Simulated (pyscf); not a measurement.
Structures and frequencies: ωB97X-D3(BJ)/def2-SVP in PySCF.

PBE/def2-TZVP puts the barrier of H₃C–Zn–SH + H₂S -> CH₄ + HS–Zn–SH (four-centre exchange; singlet surface; C–Zn, H–S broken, C–H, S–Zn formed) at 14.7 kcal/mol and the reaction energy at -26.3 kcal/mol, from the separated reactants. What do PBE0-D3(BJ)/def2-TZVP, M06-2X/def2-TZVP, ωB97M-D3(BJ)/def2-TZVP give on the same structures?

PBE0-D3(BJ): ΔE‡ = 14.2 kcal/mol, ΔE = -27.5 kcal/mol; M06-2X: ΔE‡ = 15.7 kcal/mol, ΔE = -28.9 kcal/mol; ωB97M-D3(BJ): ΔE‡ = 19.8 kcal/mol, ΔE = -26.6 kcal/mol. PBE's barrier lies among them. Its reaction energy lies over all of them, by 0.3 to 2.6 kcal/mol. On the reactant side the descent ends in a complex, 7.0 kcal/mol under the separated species and 23.9 kcal/mol under the saddle at ωB97X-D3(BJ)/def2-TZVP. At ωB97X-D3(BJ) the barrier from the zero used here is 16.9 kcal/mol. This is the saddle that the search found; another between the same sides may lie lower. Elements up to Kr have no core potential and no relativistic terms here.
